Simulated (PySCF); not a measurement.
**Basis-set dependence of Li2 at r²SCAN**

PySCF, UKS reference; singlet, unpaired electrons none; De to Li + Li without counterpoise correction.

```csv
basis,relativity,functions,Re (Å),ωe (cm⁻¹),De (eV)
STO-3G,no relativity,10,2.719,382,0.89
3-21G,no relativity,18,2.787,339,0.83
def2-SVPD,no relativity,24,2.819,322,0.81
def2-TZVP,no relativity,28,2.767,329,0.77
jorge-DZP-DKH,spin-free X2C,30,2.766,331,0.78
x2c-TZVPPall,spin-free X2C,38,2.760,333,0.78
```

(1) How does each smaller set differ from the one with most functions, x2c-TZVPPall?

Measured (Huber and Herzberg, Constants of Diatomic Molecules (1979)): Re = 2.6729 Å, ωe = 351.43 cm⁻¹. Closed-shell solutions of metal pairs were not tested for spin polarisation, which can lower them a little. 3-21G and STO-3G are very small, so such numbers show the basis as much as the molecule.

Results:

(1) STO-3G: -4.1 pm, +14.7 % in ωe, +0.11 eV in De; 3-21G: +2.7 pm, +1.8 % in ωe, +0.05 eV in De; def2-SVPD: +5.9 pm, -3.3 % in ωe, +0.03 eV in De; def2-TZVP: +0.7 pm, -1.2 % in ωe, -0.01 eV in De; jorge-DZP-DKH: +0.6 pm, -0.6 % in ωe, +0.00 eV in De. All at r²SCAN; the set with most functions is neither the basis-set limit nor always the best. The rows treat relativity differently, so the differences are not basis effects alone.
